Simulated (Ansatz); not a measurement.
**AlH3SSi (SMILES [AlH]1[SiH2][S]1): single points off equilibrium**

The atoms stand at a structure displaced at random from a GFN2-xTB minimum. How far do the functionals agree with CCSD(T) there?

Computed with Ansatz 0.2.0, Gaussian basis. Level: single points in def2-TZVPP.

Correlated methods freeze the cores. B3LYP uses VWN-RPA correlation.

**1. The starting structure**

SMILES `[AlH]1[SiH2][S]1`, 6 atoms, charge 0, spin multiplicity 1.

Atoms are counted from 1 here; the program's logs count them from 0.

Bond lengths: Al1–Si2 2.393 Å, Al1–S3 2.111 Å, Al1–H4 1.552 Å, Si2–H5 1.522 Å, Si2–H6 1.501 Å. Angles: Si2–Al1–S3 68.9°, Si2–Al1–H4 142.8°, S3–Al1–H4 148.2°, Al1–Si2–H5 125.0°, Al1–Si2–H6 125.3°, H5–Si2–H6 103.8°.

As a file:

```xyz
6
charge 0, multiplicity 1
Al   -1.1746   -0.5513   -0.5904
Si    0.9583   -0.0705    0.3828
S    -1.0049    1.4969   -0.1074
H    -2.0319   -1.6998   -1.1855
H     2.1013    0.6402   -0.3276
H     1.2039    0.2209    1.8349
```

**2. CCSD(T)/def2-TZVPP**

Contents of run/in.yaml:

```yaml
crystal:
  periodic: [false, false, false]
  atoms:
    - {symbol: Al, position_ang: [-1.174600, -0.551300, -0.590400]}
    - {symbol: Si, position_ang: [0.958300, -0.070500, 0.382800]}
    - {symbol: S, position_ang: [-1.004900, 1.496900, -0.107400]}
    - {symbol: H, position_ang: [-2.031900, -1.699800, -1.185500]}
    - {symbol: H, position_ang: [2.101300, 0.640200, -0.327600]}
    - {symbol: H, position_ang: [1.203900, 0.220900, 1.834900]}
basis:
  gaussian: {orbitals: def2-TZVPP}
correlation: {method: ccsd_t}
output: {forces: true}
```

No record of the launch command was kept for these runs.

**3. PBE0-D4/def2-TZVPP**

Changes to run/in.yaml since step 2:

```diff
@@ -11,3 +11,3 @@
   gaussian: {orbitals: def2-TZVPP}
-correlation: {method: ccsd_t}
-output: {forces: true}
+hamiltonian: {xc: pbe0, dispersion: d4}
+output: {forces: true, orbitals: {seedname: orbitals}}
```

**4. wB97M-V/def2-TZVPP**

Changes to run/in.yaml since step 3:

```diff
@@ -11,3 +11,3 @@
   gaussian: {orbitals: def2-TZVPP}
-hamiltonian: {xc: pbe0, dispersion: d4}
-output: {forces: true, orbitals: {seedname: orbitals}}
+hamiltonian: {xc: {name: wB97M-V}}
+output: {forces: true}
```

**5. r2SCAN-D4/def2-TZVPP**

Changes to run/in.yaml since step 4:

```diff
@@ -11,3 +11,3 @@
   gaussian: {orbitals: def2-TZVPP}
-hamiltonian: {xc: {name: wB97M-V}}
+hamiltonian: {xc: r2scan, dispersion: d4}
 output: {forces: true}
```

**6. PBE-D4/def2-TZVPP**

Changes to run/in.yaml since step 5:

```diff
@@ -11,3 +11,3 @@
   gaussian: {orbitals: def2-TZVPP}
-hamiltonian: {xc: r2scan, dispersion: d4}
+hamiltonian: {xc: pbe, dispersion: d4}
 output: {forces: true}
```

**7. B97M-V/def2-TZVPP**

Changes to run/in.yaml since step 6:

```diff
@@ -11,3 +11,3 @@
   gaussian: {orbitals: def2-TZVPP}
-hamiltonian: {xc: pbe, dispersion: d4}
+hamiltonian: {xc: {name: B97M-V}}
 output: {forces: true}
```

**8. B3LYP-D4/def2-TZVPP**

Changes to run/in.yaml since step 7:

```diff
@@ -11,3 +11,3 @@
   gaussian: {orbitals: def2-TZVPP}
-hamiltonian: {xc: {name: B97M-V}}
+hamiltonian: {xc: {name: B3LYP}, dispersion: d4}
 output: {forces: true}
```

(Steps that only read results are left out.)

Q: Predict the outcome of this session. Wanted: energy less free atoms, CCSD(T)/def2-TZVPP; RMS force component; RMS force error; HOMO and LUMO, PBE0-D4; T1 diagnostic.

As calculated:

```
                                  quantity                                                                                           value
energy less free atoms, CCSD(T)/def2-TZVPP                                                                                  -1566.2 kJ/mol
                       RMS force component                                                            0.421 to 0.564 eV/Å over the methods
                           RMS force error  PBE0-D4 0.126, wB97M-V 0.140, r2SCAN-D4 0.094, PBE-D4 0.152, B97M-V 0.157, B3LYP-D4 0.064 eV/Å
                    HOMO and LUMO, PBE0-D4                                                                              -7.01 and -1.82 eV
                             T1 diagnostic                                                                                           0.017
```

In words: Against CCSD(T) the functionals' energies less atoms differ by -102.0 to -36.4 kJ/mol, PBE-D4 by -57.9 kJ/mol. The reference is not at the basis limit: in triple zeta CCSD(T) underbinds, which counts against methods that bind more; the gaps are no ranking. On forces the order runs from B3LYP-D4 to B97M-V. Frozen-core CCSD(T) forces in triple zeta carry basis errors of their own, and this is one geometry, so small gaps rank nothing.
